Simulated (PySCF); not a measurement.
# ROCCSD(T)/STO-3G run of BN (boron nitride)

What is the energy change on altering one bond length of BN (boron nitride) at ROCCSD(T)/STO-3G? The job is set up through a Python script.

The results are computed with PySCF 2.14.0.

14 further runs of the same task are left out: 5 that didn't finish, 9 set aside as unsound or not needed.

## Step 1: The structure to begin with

The species is BN (2 atoms), meant as a triplet with charge 0. As SMILES, `B#N`. The shape is that of a PBE0-D4/def2-TZVP optimisation.

Bond lengths: B1–N2 1.315 Å.

## Step 2: The energy at ROCCSD(T)/STO-3G

File job.py:

```python
from pyscf import gto, scf, cc

system = gto.Mole()
system.atom = '''
B      0.000000     0.000000    -0.044446
N      0.000000     0.000000     2.441432
'''
system.verbose = 3
system.spin = 2
system.unit = 'bohr'
system.basis = 'sto-3g'
system.max_memory = 1860
system.charge = 0
system.build()

mf = scf.ROHF(system)
mf.conv_tol = 1e-10
mf.kernel()
if not mf.converged:
    mf = mf.newton().run(mf.mo_coeff, mf.mo_occ)

mycc = cc.CCSD(mf, frozen=2)
mycc.kernel()
e_t = mycc.ccsd_t()
e_tot = mycc.e_tot + e_t
print('Final energy', e_tot)
```

On the command line:

```console
$ OMP_NUM_THREADS=1 python job.py
```

Standard output:

```text
converged SCF energy = -77.9388225247746

WARN: RCCSD method does not support ROHF method. ROHF object is converted to UHF object and UCCSD method is called.

E(UCCSD) = -78.04608464244544  E_corr = -0.1072621176708697
UCCSD(T) correction = -0.00471354738267828
Final energy -78.05079818982811
```

It took 0.72 s on 1 thread of Arm Neoverse V2, shared host; peak memory 0.11 GiB.

## Step 3: The distorted shape, same level

File job.py:

```python
from pyscf import gto, cc

system = gto.Mole()
system.atom = '''
B      0.000000     0.000000    -0.541690
N      0.000000     0.000000     2.441432
'''
system.verbose = 4
system.max_memory = 1860
system.unit = 'bohr'
system.basis = 'sto-3g'
system.charge = 0
system.spin = 2
system.build()

myscf = system.ROHF()
myscf.conv_tol = 1e-10
myscf.kernel()
if not myscf.converged:
    myscf = myscf.newton().run(myscf.mo_coeff, myscf.mo_occ)

mycc = cc.CCSD(myscf, frozen=2)
mycc.kernel()
e_t = mycc.ccsd_t()
e_tot = mycc.e_tot + e_t
print(f'total energy: {e_tot:.8f} hartree')
```

On the command line:

```console
$ OMP_NUM_THREADS=1 python job.py
```

Standard output:

```text
PySCF version 2.14.0

[INPUT] num. atoms = 2
[INPUT] num. electrons = 12
[INPUT] charge = 0
[INPUT] spin (= nelec alpha-beta = 2S) = 2
[INPUT] symmetry False subgroup None
[INPUT] Mole.unit = bohr
[INPUT] Symbol           X                Y                Z      unit          X                Y                Z       unit  Magmom
[INPUT]  1 B      0.000000000000   0.000000000000  -0.286650003383 AA    0.000000000000   0.000000000000  -0.541690000000 Bohr   0.0
[INPUT]  2 N      0.000000000000   0.000000000000   1.291950176411 AA    0.000000000000   0.000000000000   2.441432000000 Bohr   0.0

nuclear repulsion = 11.7326746944979
number of shells = 6
number of NR pGTOs = 30
number of NR cGTOs = 10
basis = sto-3g
ecp = {}

[... 58 lines left out ...]
SCF not converged.
SCF energy = -77.8706013898848
[... 50 lines left out ...]
converged SCF energy = -77.8711683188032
[... 1 line left out ...]
WARN: RCCSD method does not support ROHF method. ROHF object is converted to UHF object and UCCSD method is called.
[... 12 lines left out ...]
Init t2, MP2 energy = -0.10773859430978
[... 22 lines left out ...]
UCCSD converged
[... 2 lines left out ...]
total energy: -78.02050713 hartree
```

It took 0.8 s on 1 thread of Arm Neoverse V2, shared host; peak memory 0.11 GiB.

## Step 4: Outcome

Level: ROCCSD(T)/STO-3G, 2 core orbitals frozen.

| quantity | value |
| --- | --- |
| first shape: total energy | -78.05080 Eh |
| first shape: dipole moment (Hartree–Fock density) | 2.26 D |
| first shape: correlation energy (2 core orbitals frozen) | -112.0 mEh |
| first shape: (T) correction | -4.71 mEh |
| first shape: ⟨S²⟩ of the reference determinant | 2.000 |
| first shape: T1 diagnostic | 0.040 |
| distorted shape: total energy | -78.02051 Eh |
| distorted shape: dipole moment (Hartree–Fock density) | 2.29 D |
| distorted shape: correlation energy (2 core orbitals frozen) | -149.3 mEh |
| distorted shape: (T) correction | -12.74 mEh |
| distorted shape: ⟨S²⟩ of the reference determinant | 2.000 |
| distorted shape: T1 diagnostic | 0.064 |
| energy change with the B1–N2 bond stretched from 1.315 to 1.579 Å | 0.824 eV |

With the B1–N2 bond stretched from 1.315 to 1.579 Å the energy rises by 0.82 eV (79.5 kJ/mol). The first shape isn't relaxed at this level, so the change isn't measured from a minimum. The minimal basis adds a large error of its own. The triples (first shape) make up 4.2 % of the correlation energy. The T1 diagnostic (distorted shape) of 0.064 is above the customary mark for such species, so a single reference may not serve. The triples (distorted shape) make up 8.5 % of the correlation energy.
